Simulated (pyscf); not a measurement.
Thermochemistry of product channels of F–CH₂–F on the singlet surface, in kcal/mol, from ωB97M-D3(BJ)/def2-TZVP energies (ideal gas, 1 atm, RRHO with modes under 100 cm⁻¹ raised to 100, one conformer, R ln 2 for rigid chiral ones). PySCF, gas phase, ωB97X-D3(BJ)/def2-SVP geometries.

```csv
products,ΔE,ΔH(298 K),ΔG(298 K),ΔG(900 K)
difluorocarbene (F–C:–F) [singlet] + hydrogen (H₂),+67.1,+59.1,+50.2,+30.5
hydrogen fluoride (HF) + :HC–F [singlet],?,+79.1,+68.4,+45.6
fluorine (F–F) + methylene (CH₂) [singlet],?,+210.8,+200.4,?
```

Fill in the missing entries.


- hydrogen fluoride (HF) + :HC–F [singlet], ΔE: +84.2
- fluorine (F–F) + methylene (CH₂) [singlet], ΔE: +217.6
- fluorine (F–F) + methylene (CH₂) [singlet], ΔG(900 K): +178.3

These are energies of the channels, which say nothing of barriers. CH₂ [singlet] is an excited spin state, 8.9 kcal/mol over the triplet at ωB97X-D3(BJ). 2 of the closed-shell references are unstable towards spin polarisation; treat their single-reference values with care.
